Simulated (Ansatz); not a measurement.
Ansatz (an electronic-structure program) input (PBE0/def2-TZVPD):

Ansatz 0.2 input:
```yaml
crystal:
  periodic: [false, false, false]
  atoms:
    - {symbol: O, position_ang: [0.02204159, 1.10436371, -0.00118827]}
    - {symbol: H, position_ang: [-0.92327012, 1.31460394, 0.01604549]}
    - {symbol: Cl, position_ang: [0.04393750, -0.59703021, -0.00038467]}
basis:
  gaussian:
    orbitals: def2-TZVPD
hamiltonian:
  xc: {name: PBE0}
magnetization: {spin_polarized: false}
```

Output:

```
Functional definition: PBE0
integrals: 0.02 GiB planned
543 factors; their error is unknown
mean field: 0.22 GiB planned
mean field evaluation 1: about -14576.6635 eV, gradient 4.0e1 eV
mean field evaluation 2: about -14569.8452 eV, gradient 7.1e1 eV
mean field evaluation 4: about -14579.1766 eV, gradient 1.6e0 eV
mean field evaluation 8: about -14579.1819 eV, gradient 5.5e-2 eV
mean field evaluation 16: about -14579.2146 eV, gradient 3.6e-5 eV
mean field -14579.21463467 eV, -535.7762556775 hartree, gradient 3.6e-5 eV, S^2 0.000000; 0 other end points of the search recorded, 0 dependent functions left out
reference -14579.21467448 eV, -535.7762571404 hartree; 13, 13 occupied and 82, 82 virtual orbitals, 543 factors
Total energy: -14579.21467448 eV, -535.7762571404 hartree
```
